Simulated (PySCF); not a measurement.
Bond length, frequency and bond energy of NaSi by level of theory

State: ⁴Σ⁻ (quartet), unpaired electrons σ ↑, π ↑↑. Set-up: basis Na x2c-TZVPPall, Si x2c-TZVPPall; spin-free X2C with a Gaussian nucleus; PySCF 2.14. De refers to Na + Si in their high-spin ground configurations, without counterpoise correction. The functionals are run spin-unrestricted. A positive dipole means Na(−)Si(+).

```json
{"Level": "UHF", "Re (Å)": "2.734", "ωe (cm⁻¹)": "258", "De (eV)": "0.92", "μ (D)": "-8.26", "CPU s a point (SCF and correlation, without the integrals)": "0.47"}
{"Level": "UHF-MP2", "Re (Å)": "2.696", "ωe (cm⁻¹)": "263", "De (eV)": "1.40", "μ (D)": "n/a", "CPU s a point (SCF and correlation, without the integrals)": "0.79"}
{"Level": "UHF-SCS-MP2", "Re (Å)": "2.701", "ωe (cm⁻¹)": "262", "De (eV)": "1.24", "μ (D)": "n/a", "CPU s a point (SCF and correlation, without the integrals)": "n/a"}
{"Level": "UHF-CCSD", "Re (Å)": "2.699", "ωe (cm⁻¹)": "261", "De (eV)": "1.34", "μ (D)": "n/a", "CPU s a point (SCF and correlation, without the integrals)": "n/a"}
{"Level": "UHF-CCSD(T)", "Re (Å)": "2.697", "ωe (cm⁻¹)": "261", "De (eV)": "1.39", "μ (D)": "n/a", "CPU s a point (SCF and correlation, without the integrals)": "21"}
{"Level": "LDA", "Re (Å)": "2.663", "ωe (cm⁻¹)": "255", "De (eV)": "1.63", "μ (D)": "-6.29", "CPU s a point (SCF and correlation, without the integrals)": "0.63"}
{"Level": "PBE", "Re (Å)": "2.710", "ωe (cm⁻¹)": "247", "De (eV)": "1.45", "μ (D)": "-6.49", "CPU s a point (SCF and correlation, without the integrals)": "0.86"}
{"Level": "PW91", "Re (Å)": "2.707", "ωe (cm⁻¹)": "248", "De (eV)": "1.47", "μ (D)": "-6.54", "CPU s a point (SCF and correlation, without the integrals)": "0.55"}
{"Level": "r²SCAN", "Re (Å)": "2.704", "ωe (cm⁻¹)": "257", "De (eV)": "1.58", "μ (D)": "-7.31", "CPU s a point (SCF and correlation, without the integrals)": "1.3"}
{"Level": "PBE0", "Re (Å)": "2.695", "ωe (cm⁻¹)": "257", "De (eV)": "1.43", "μ (D)": "-7.11", "CPU s a point (SCF and correlation, without the integrals)": "1.5"}
{"Level": "B97-3", "Re (Å)": "2.697", "ωe (cm⁻¹)": "260", "De (eV)": "1.36", "μ (D)": "-7.59", "CPU s a point (SCF and correlation, without the integrals)": "0.89"}
{"Level": "BHandHLYP", "Re (Å)": "2.689", "ωe (cm⁻¹)": "258", "De (eV)": "1.14", "μ (D)": "-7.18", "CPU s a point (SCF and correlation, without the integrals)": "0.85"}
{"Level": "LC-ωPBE", "Re (Å)": "2.671", "ωe (cm⁻¹)": "271", "De (eV)": "1.43", "μ (D)": "-7.95", "CPU s a point (SCF and correlation, without the integrals)": "1.2"}
```

Which functional lies closest to UHF-CCSD(T) in De, which farthest, and by how much do they differ from it?

Closest is B97-3 (+0.0 pm in Re, -0.4 % in ωe, -0.03 eV in De against UHF-CCSD(T) in the same basis), farthest BHandHLYP (-0.8 pm in Re, -1.1 % in ωe, -0.25 eV in De). CCSD(T) converges more slowly with the basis than the functionals do and binds too weakly in this one, so the order can change at the basis-set limit.

What does the step from GGA to meta-GGA do here, going from PBE to r²SCAN?

r²SCAN less PBE: -0.6 pm in Re, +4.0 % in ωe, +0.13 eV in De. 

What does the triples do here, going from UHF-CCSD to UHF-CCSD(T)?

UHF-CCSD(T) less UHF-CCSD: -0.2 pm in Re, +0.0 % in ωe, +0.05 eV in De. Correlation nearly always deepens the well. The bond shortens, as in weak, metallic or heavy-atom bonds, where dispersion and the correlation of outer-core electrons pull the atoms together.

Correlated steps freeze 6 core orbitals. The state was picked by a PBE0 search and need not be the measured ground state.

The whole job (state search and all levels along the bond) took about 5.6 min on 1 thread of Arm Neoverse V2 (shared host), peak memory 1.7 GiB.
